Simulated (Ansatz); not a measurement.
# AlO (doublet): inputs that go wrong

4 inputs are run for AlO (doublet) as typed; the log has to tell whether the result can be used and what must change.

Program: Ansatz 0.2.0, Gaussian basis. Level of theory: the settings change from run to run. These are calculated values, not measurements.

23 further runs of the same task are left out: 8 for a known fault of the program, 4 that didn't finish, 11 set aside as unsound or not needed.

## 1. The system

The geometry is a PBE0/def2-TZVP stationary point (not a proven minimum) of the parent state, kept for this charge and spin.

2 atoms, charge 0, spin multiplicity 2.

Atoms are counted from 1 here; the program's logs count them from 0.

Bond lengths: Al1–O2 1.784 Å.

## 2. Attempt 1

in.yaml

```yaml
crystal:
  periodic: [false, false, false]
  atoms:
    - {symbol: Al, position_ang: [0.000000, 0.000000, 0.000000]}
    - {symbol: O, position_ang: [0.000000, 0.000000, 1.784100]}
basis:
  gaussian: {orbitals: def2-SVP}
correlation: {active_space: {window: {electrons: 3, orbitals: 3}}}
scf: {lower_state_search: light}
magnetization: {spin_polarized: true, initial_magnetization: 1}
```

Command:

```sh
$ ansatz run in.yaml --threads 1 --pin off --events-out ev --progress --plain --max-ram 2393MiB
```

What it wrote:

```text
Error: invalid value for `correlation.active_space`: it starts from restricted Hartree–Fock orbitals; set hamiltonian.xc: hf without magnetization.spin_polarized
```

Run time: 0.03 s. Hardware: 1 thread of Intel Xeon at 2.50GHz, shared host.

Diagnosis: The run was refused. An active space is asked on unrestricted orbitals. Fix: drop spin_polarized: true.

## 3. Attempt 2

in.yaml

```yaml
crystal:
  periodic: [false, false, false]
  atoms:
    - {symbol: Al, position_ang: [0.000000, 0.000000, 0.000000]}
    - {symbol: O, position_ang: [0.000000, 0.000000, 1.784100]}
basis:
  gaussian: {orbitals: STO-3G}
magnetization: {spin_polarized: false, initial_magnetization: 1}
correlation: {method: fic_mrcisd_q, electrons: outside_noble_gas, active_space: {window: {electrons: 3, orbitals: 3}, places: [1, 2]}}
```

The command is unchanged.

What it wrote:

```text
Error: invalid value for `correlation.active_space`: name one of window, places and ras
```

Run time: 0.03 s. Hardware: 1 thread of Intel Xeon at 2.50GHz, shared host.

**Diagnosis.** The run was refused. The active space is defined twice. To mend it, keep one definition.

## 4. Attempt 3

in.yaml

```yaml
crystal:
  periodic: [false, false, false]
  atoms:
    - {symbol: Al, position_ang: [0.000000, 0.000000, 0.000000]}
    - {symbol: O, position_ang: [0.000000, 0.000000, 1.784100]}
basis:
  gaussian: {orbitals: "6-31G*"}
magnetization: {spin_polarized: false, initial_magnetization: 1}
correlation: {active_space: {ras: {orbitals: [10, 1, 23], electrons: 41, max_holes: 2, max_particles: 2}, fixed_orbitals: true}}
```

Same command.

What it wrote:

```text
Functional definition: HF
  name "HF"
  cite "Fock, Z. Phys. 61, 126 (1930) doi:10.1007/BF01340294"
  parent pbe
  exchange = exact_x
  correlation = 0
290 factors; integrals over basis functions are off by at most 9.1e-4 eV
mean field evaluation 1: about -8610.5321 eV, gradient 4.9e1 eV
mean field evaluation 2: about -8610.5412 eV, gradient 4.9e1 eV
mean field evaluation 4: about -8617.2275 eV, gradient 5.0e0 eV
mean field evaluation 8: about -8617.3217 eV, gradient 3.7e0 eV
mean field evaluation 16: about -8618.1854 eV, gradient 1.5e-4 eV
mean field evaluation 32: about -8618.9171 eV, gradient 6.1e-2 eV
mean field evaluation 64: about -8617.2095 eV, gradient 1.4e0 eV
mean field evaluation 96: about -8613.0423 eV, gradient 2.2e-6 eV
mean field evaluation 128: about -8613.4424 eV, gradient 2.6e0 eV
mean field evaluation 160: about -8617.3603 eV, gradient 1.7e0 eV
mean field evaluation 192: about -8618.1852 eV, gradient 1.5e-1 eV
mean field -8618.91709858 eV, -316.7393612611 hartree, gradient 1.1e-6 eV, S^2 0.750000; 12 other end points of the search recorded, 0 dependent functions left out
reference -8618.91709858 eV, -316.7393612611 hartree; 11, 10 occupied and 23, 24 virtual orbitals, 290 factors
Error: 41 electrons in 34 orbitals form no window around the highest filled level of the reference
```

Run time: 2.6 s. Hardware: 1 thread of Intel Xeon at 2.50GHz, shared host.

Diagnosis: The run stopped with an error. The electron count of the restricted space is wrong. Cure: count the correlated electrons again.

## 5. Attempt 4

in.yaml

```yaml
crystal:
  periodic: [false, false, false]
  atoms:
    - {symbol: Al, position_ang: [0.000000, 0.000000, 0.000000]}
    - {symbol: O, position_ang: [0.000000, 0.000000, 3.371414]}
basis:
  gaussian: {orbitals: 6-31G}
magnetization: {spin_polarized: false, initial_magnetization: 1}
correlation: {method: fic_mrcisd_q_relaxed, electrons: outside_noble_gas, active_space: {window: {electrons: 3, orbitals: 5}, states: [{multiplicity: 2, weights: [1, 0.5, 1, 1]}, {multiplicity: 4, weights: [1]}]}}
scf: {lower_state_search: off}
```

Same command.

What it wrote, shortened:

```text
Functional definition: HF
  name "HF"
  cite "Fock, Z. Phys. 61, 126 (1930) doi:10.1007/BF01340294"
  parent pbe
[...]
373 factors; integrals over basis functions are off by at most 1.2e-7 eV
[...]
mean field -8613.60642474 eV, -316.5441975970 hartree, gradient 2.1e-6 eV, S^2 0.750000; 0 other end points of the search recorded, 0 dependent functions left out
reference -8613.60642474 eV, -316.5441975970 hartree; 11, 10 occupied and 11, 12 virtual orbitals, 373 factors
state -8616.18611460 eV, -316.6389994509 hartree
state -8615.99459056 eV, -316.6319610722 hartree
state -8615.93859087 eV, -316.6299031214 hartree
state -8613.82000709 eV, -316.5520466038 hartree
contracted CI cycle   1: correlation 0.00000000 eV, 0.0000000000 hartree, residual 1.29e1 eV
contracted CI cycle   2: correlation -2.31858174 eV, -0.0852063075 hartree, residual 2.57e0 eV
[...]
contracted CI cycle   5: correlation -2.34611860 eV, -0.0862182682 hartree, residual 8.12e-2 eV
contracted CI cycle   6: correlation -2.34627646 eV, -0.0862240697 hartree, residual 2.11e-2 eV
contracted CI cycle   7: correlation -2.34629730 eV, -0.0862248355 hartree, residual 1.68e-2 eV
contracted CI cycle   8: correlation -2.34630924 eV, -0.0862252742 hartree, residual 1.03e-2 eV
contracted CI cycle   9: correlation -2.34631281 eV, -0.0862254052 hartree, residual 5.13e-3 eV
contracted CI cycle  10: correlation -2.34631370 eV, -0.0862254381 hartree, residual 3.26e-3 eV
contracted CI cycle  11: correlation -2.34631413 eV, -0.0862254538 hartree, residual 1.90e-3 eV
contracted CI cycle  12: correlation -2.34631426 eV, -0.0862254587 hartree, residual 1.15e-3 eV
state -8615.96863353 eV, -316.6310071689 hartree; corrected -8618.45991242 eV, -316.7225599794 hartree
Total energy: -8618.35696458 eV, -316.7187767163 hartree
Checks for a lower state left out: stability, starts, cluster_reference, orbital_swaps, neighbouring_geometries, increment
```

Wall time 7 s (1 thread of Intel Xeon at 2.50GHz, shared host).

**Diagnosis.** The run converged, which proves nothing about the input. The coordinates are scaled by the bohr-ångström factor. The shortest distance is 3.37 Å, against 1.78 Å in the geometry of step 1. Its energy belongs to another geometry. Cure: restore the coordinates in ångström.

## 6. Summary

```tsv
attempt	level	ended	cause	time
1	CASSCF(3,3)/def2-SVP	refused	an active space is asked on unrestricted orbitals	0.03 s
2	MRCISD+Q(3,3)/STO-3G	refused	the active space is defined twice	0.03 s
3	CISD/6-31G*	stopped by an error	the electron count of the restricted space is wrong	2.6 s
4	MRCISD+Q(relaxed)(3,5)/6-31G	converged	the coordinates are scaled by the bohr-ångström factor	7 s
```

2 refused, 1 stopped by an error, 1 converged. The input that converges on a wrong geometry or spin is the dangerous one: no error points at it, so geometry and ⟨S²⟩ have to be checked.
